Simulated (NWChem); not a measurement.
## Atomisation of chloromethane (CH₃Cl)

```
C
H 1 1.1057
H 1 1.1057 2 109.81
H 1 1.1057 2 109.81 3 -120.84
Cl 1 1.7911 2 109.13 3 119.58
```
Charge 0, spin multiplicity 1.

All runs are NWChem calculations. The geometry was optimised at PBE/def2-SVP, a minimum by its harmonic frequencies.

Basis set: def2-TZVP. The atomisation energy is electronic alone: no zero-point, thermal, spin-orbit or counterpoise terms. No value is extrapolated to the basis-set limit. Free atoms are single determinants with multiplicities C 3, Cl 2, H 2. Correlated methods freeze the same cores in atoms and molecule, 6 orbitals in all.

| method | atomisation energy (kcal/mol) | relative cost |
|---|---|---|
| PBE | 399.3 | under 3 |
| MP2 | 383.0 | under 3 |
| PBE0 | 394.3 | under 3 |
| B3LYP | 391.5 | under 3 |
| TPSS | 398.3 | under 3 |
| BHandHLYP | 382.3 | under 3 |
| HF | 294.7 | 1 |
| CCSD(T) | 380.3 | 10 |
| r2SCAN | 394.3 | under 3 |

The values span 104.7 kcal/mol, from HF (lowest) to PBE (highest). Costs are rough ratios of processor time within this set of runs, SCF included, with HF as 1. Costs are the molecule's.

B3LYP has NWChem's definition, with VWN1-RPA local correlation. No SCF solution was tested for a lower state. Open-shell Hartree-Fock references start from PBE0 orbitals; any time given for them includes that run. Coupled-cluster values serve here as a point of comparison, not as the truth.
